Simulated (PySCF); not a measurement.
Electron affinity of Al by level of theory

Al⁻ [Ne] 3s2 3p2 (3P) → Al [Ne] 3s2 3p1 (2P), as a difference of total energies. Computed with PySCF 2.14 in dyall-acv3z, with the spin-free X2C one-electron Hamiltonian (Gaussian nucleus). Correlated levels: valence and next inner shell: 1s2 frozen; virtual orbitals above 40 to 60 times the deepest correlated orbital energy dropped. The calculations carry no spin-orbit coupling.

```json
{"method": "UHF", "electron affinity (eV)": "0.008"}
{"method": "MP2 (valence and next inner shell)", "electron affinity (eV)": "0.342"}
{"method": "SCS-MP2 (valence and next inner shell)", "electron affinity (eV)": "0.244"}
{"method": "CCSD (valence and next inner shell)", "electron affinity (eV)": "0.355"}
{"method": "CCSD(T) (valence and next inner shell)", "electron affinity (eV)": "0.403"}
```

Errors of the correlated levels include the incompleteness of this basis and the frozen core.

Task: Which method comes closest to the reference value, and which is furthest?

Result: The reference is 0.433 eV (measured; photodetachment measurements, as compiled on the Wikipedia data page of electron affinities). Closest: CCSD(T) (valence and next inner shell) (error -0.030 eV); furthest: UHF (error -0.425 eV).
